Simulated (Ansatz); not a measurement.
# HAl–AsH₂⁺, triplet in cc-pVDZ: errors against UCCSDT(Q)

Geometry: that of the HAl–AsH2, doublet, kept fixed.

```yaml
atoms:
  - { symbol: Al, position_ang: [0.0310, -0.1318, 1.7902] }
  - { symbol: As, position_ang: [-0.0369, 0.0362, -0.6598] }
  - { symbol: H, position_ang: [-0.0461, 1.2703, 2.5728] }
  - { symbol: H, position_ang: [1.2571, 0.8436, -0.5890] }
  - { symbol: H, position_ang: [0.7028, -1.2772, -0.8626] }
```

Basis cc-pVDZ; Ansatz 0.2.0. Only valence electrons are correlated (noble-gas cores and the filled d shells of p-block atoms frozen), which leaves 10 electrons in 41 orbitals. Prefix R: restricted or restricted open-shell reference; prefix U: unrestricted. No spin–orbit coupling is included, and no scalar relativity.

Full CI isn't at hand for all of this; UCCSDT(Q) serves as the reference, and is uncertain by the last step of the cluster series or more. The frozen core follows each run's orbitals, which can shift R against U totals by a few meV for light atoms and by up to 0.1 eV past Ca.

```
UHF ⟨S²⟩                          : 2.028
T1 diagnostic (RCCSD)             : 0.0425
largest doubles amplitude (RCCSD) : 0.041
T1 diagnostic (UCCSD)             : 0.0252
```

```csv
level,E − E(UCCSDT(Q)) (kJ/mol),wall time
UHF,466.8,–
UMP2,112.7,–
UCCSD,16.0,–
UCCSD(T),3.8,5.5 s
UCCSDT,0.5,–
```

Run but not shown, since their state, orbitals or frozen core can't be matched to the reference's or they repeat it: RHF, RMP2, CISD, RCCSD, RCCSD(T), BCCD(T), RCCSDT, RCCSDT(Q).

Times hold each run's SCF and search for its determinant on a shared host, so for small cases they say little of a method's own cost; they ran on 1 thread of Arm Neoverse V1.
